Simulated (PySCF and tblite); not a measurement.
Results of a calculation; reference values are marked as such.
C3H6O, numbered as in [CH2:1]=[CH:2][CH2:3][OH:4]. Conformers came from 90 starts (ETKDG, MMFF94s, GFN2-xTB); geometries are PBE0-D3(BJ)/def2-SVP. Free energies are PBE0-D3(BJ)/pcSseg-1 (IEF-PCM, chloroform) single points with GFN2-xTB rigid-rotor and vibrational terms (modes under about 100 cm⁻¹ blended into free rotors). Symmetry numbers and mirror images are counted. Conformers within 3 kcal/mol (GFN2-xTB free energy) were kept, 6 at most. GIAO shieldings: PBE0/pcSseg-1 (IEF-PCM, chloroform). Shifts are against TMS (¹H), TMS (¹³C) at the same level. Run with PySCF (density fitting) and tblite.

Torsions listed: C1–C2–C3–O4, C2–C3–O4–H4. Of a mirror pair one member is shown.

```tsv
conformer	shape	point group	mirror pair	ΔE(DFT)	Δ(G−E) at 273.15 K	δ C1 (ppm)
1	8°, 60°	C1	yes	0.00	0.00	118.2
2	-125°, 57°	C1	yes	0.60	-0.07	125.4
3	-1°, -179°	Cs	no	1.11	-0.25	118.3
4	-127°, -61°	C1	yes	1.88	-0.14	123.6
5	-133°, -172°	C1	yes	2.17	-0.29	123.3
```

Energies in kcal/mol; the thermal term leaves out symmetry numbers and mirror images.

(1) Work out the weights at 273.15 K and the ¹³C shift of C1 under fast exchange.

Answers

(1) RT = 0.543 kcal/mol. Each conformer gets RT ln(σ/g), with σ the rotational symmetry number and g = 2 for a mirror pair: 1: σ = 1, g = 2, G = 0.00 + 0.00 − 0.38 = -0.38, 0.00 above the lowest, exp(−ΔG/RT) = 1.000; 2: σ = 1, g = 2, G = 0.60 − 0.07 − 0.38 = 0.16, 0.53 above the lowest, exp(−ΔG/RT) = 0.374; 3: σ = 1, g = 1, G = 1.11 − 0.25 + 0.00 = 0.86, 1.24 above the lowest, exp(−ΔG/RT) = 0.102; 4: σ = 1, g = 2, G = 1.88 − 0.14 − 0.38 = 1.36, 1.74 above the lowest, exp(−ΔG/RT) = 0.041; 5: σ = 1, g = 2, G = 2.17 − 0.29 − 0.38 = 1.49, 1.87 above the lowest, exp(−ΔG/RT) = 0.032. The sum is 1.548, so the weights are 64.6, 24.1, 6.6, 2.6, 2.1 %. The averaged shift is 120.2 ppm. At 298.15 K it is 120.3 ppm. At 298.15 K the leading conformer alone gives 118.2 ppm and bare DFT energies give 120.1 ppm.
